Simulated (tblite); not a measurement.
C4H8NO (doublet state).
Z-matrix (Å and degrees, GFN2-xTB geometry), rows numbered from 1:
```
C 
C   1  1.5275
C   2  1.4722  1  113.23
C   3  1.4337  2  120.86  1  -144.85
N   4  1.3746  3  115.35  2  -177.86
O   4  1.2274  3  123.91  2     0.64
H   1  1.0873  2  110.31  3    61.26
H   1  1.0868  2  110.18  3  -179.00
H   1  1.0880  2  110.74  3   -58.89
H   2  1.0933  1  111.53  3  -122.71
H   2  1.1004  1  108.24  3   120.65
H   3  1.0792  2  119.26  1    35.89
H   5  1.0056  4  117.52  3  -174.24
H   5  1.0035  4  121.75  3   -12.21
```

Calculated harmonic vibrations of the isolated species, GFN2-xTB (tblite), most abundant isotopes, no scaling. Errors from tens to a few hundred cm⁻¹ against measured bands are possible. One conformer, not necessarily the lowest. Open shells enter through the occupations alone, without spin polarisation, and single modes of such species can be off by tens of per cent.

Harmonic wavenumbers (cm⁻¹): 40.8, 116.6, 175.0, 213.9, 235.7, 344.5, 432.2, 457.6, 535.2, 597.8, 664.7, 784.4, 897.0, 988.6, 1018.8, 1044.8, 1081.9, 1180.2, 1192.5, 1200.7, 1289.5, 1396.4, 1406.6, 1429.7, 1448.5, 1497.3, 1501.2, 1622.4, 2854.3, 2974.1, 3032.9, 3041.4, 3046.8, 3080.4, 3481.4, 3554.6.

A = 8708, B = 1913, C = 1640 MHz; mass 86.061 u (most abundant isotopes); point group C1, symmetry number 1; spin multiplicity 2.

Problem. What is the zero-point energy?

Solution. ½Σν̃ = 24930 cm⁻¹ = 298.23 kJ/mol.

Problem. Give the ideal-gas entropy at 273.15 K and 1 bar in the rigid-rotor, harmonic-oscillator model (classical rotation).

Solution. Translation 162.60, rotation 111.32, vibration 75.31, spin (R ln 2) 5.76: S = 355.0 J/(mol K).

Problem. And Cp and H(273.15 K) − H(0)?

Solution. Cp = 113.04 J/(mol K), of which vibrations give 79.78 (their classical limit is 36 R = 299.3); H(273.15 K) − H(0) = 20.05 kJ/mol without the zero-point energy, 10.96 from vibrations.

Problem. Blend soft modes into free rotors: weight 1/[1 + (100 cm⁻¹/ν̃)⁴] for the oscillator and the rest for a rotor with moment μB/(μ + B), μ = h/(8π²ν), B = 10⁻⁴⁴ kg m². What vibrational entropy results?

Solution. 69.21 J/(mol K) in place of 75.31, which changes −T·S at 273.15 K by +1.67 kJ/mol.

Problem. How do the functions run with temperature in this model?

Solution. 
```
 T (K)  S (J/(mol K))  Cp (J/(mol K))  H − H(0) (kJ/mol)  G − H(0) (kJ/mol)  ln q(vib)
    50          232.5            46.7               1.95              -9.67       0.42
   100          270.1            63.4               4.71             -22.29       1.20
298.15          365.2           120.2              22.96             -85.92       4.67
373.15          394.4           141.1              32.77            -114.42       5.99
   500          440.2           172.4              52.71            -167.40       8.21
   750          519.2           217.0             101.79            -287.62      12.45
  1000          586.0           246.7             159.99            -426.00      16.41
```

q(vib) and H(0) count from the zero-point level.

Problem. Which modes carry the vibrational entropy at 273.15 K?

Solution. 40.8 cm⁻¹: 21.11; 116.6 cm⁻¹: 12.50; 175.0 cm⁻¹: 9.28; 213.9 cm⁻¹: 7.75; 235.7 cm⁻¹: 7.03; 344.5 cm⁻¹: 4.41 J/(mol K); the other 30 give 13.23 together.

Hindered rotation and anharmonicity are outside this model. Other conformers, if any are populated, would add a mixing term that is left out. The structure is chiral; the term R ln 2 for an equal mix with its mirror image is left out.

The run took 0.29 s wall on one thread of an Arm Neoverse V1, no GPU, shared host with 32 logical CPUs at a one-minute load of 22. This covers the Hessian and the dipole derivatives.
